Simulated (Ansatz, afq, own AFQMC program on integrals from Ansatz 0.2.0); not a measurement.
## CH₂, singlet in cc-pVDZ, levels against full CI

```xyz
3

C     0.0000   -0.0957   -0.0066
H     0.0000    0.5326   -0.7769
H     0.0000    0.6075    0.8555
```

Basis cc-pVDZ. Only valence electrons are correlated. Ansatz 0.2.0 and our own AFQMC program on the same integrals; the CISD trial comes from CCSD amplitudes, and released means the phaseless constraint is let go. Error bars are statistical, one sigma.

Determinant: RHF, the one that the program's search chose, which needn't be the lowest solution. The geometry is a point of a scan.

Full CI on the same integrals is exact in this basis and with this determinant's frozen core.

Cautions: another spin lies lower; restricted determinant unstable towards unrestricted (UHF 522 meV lower, ⟨S²⟩ 0.72); the released energies are still falling, so no released level is given (meV from the phaseless value at times in 1/Eh: -0.2 ± 1.6 at 0.24, -5.0 ± 1.6 at 0.51, -7.2 ± 2.1 at 0.99, -11 ± 3 at 1.62, -12 ± 3 at 2.40), though the last usable value meets full CI within the noise; the ph-AFQMC/CISD walk drifts between its halves (2.8 errors).

The T1 diagnostic is 0.0081, the weight of the determinant in the CISD state is 0.924 and the size of the correlated space is 6 electrons in 23 orbitals.

| level | correlation energy (eV) |
| --- | --- |
| MP2 | -2.9488 |
| CCSD | -3.6934 |
| CCSD(T) | -3.7689 |

Problem. Estimate where full CI lies against CCSD(T) on the same integrals.

Solution. 0.89 mEh below CCSD(T).

Reference: full CI, correlation energy -3.793 eV.

```tsv
level	E − E(reference) (mEh)	share of correlation (%)
CCSD(T)	0.89	99.36
CCSDT	0.18	99.87
CCSDT(Q)	0.03	99.98
CCSDTQ	0.01	100.00
ph-AFQMC/CISD	0.33 ± 0.06	99.76
```

CCSDT and higher add their correlation energy to the determinant of the CCSD(T) run, since their own runs factorise the integrals more tightly (a shift of under 2 meV). A walk keeps the symmetry of its determinant, which the program's search chose and which needn't be the lowest solution, so a lower state of the same spin and another symmetry isn't excluded.
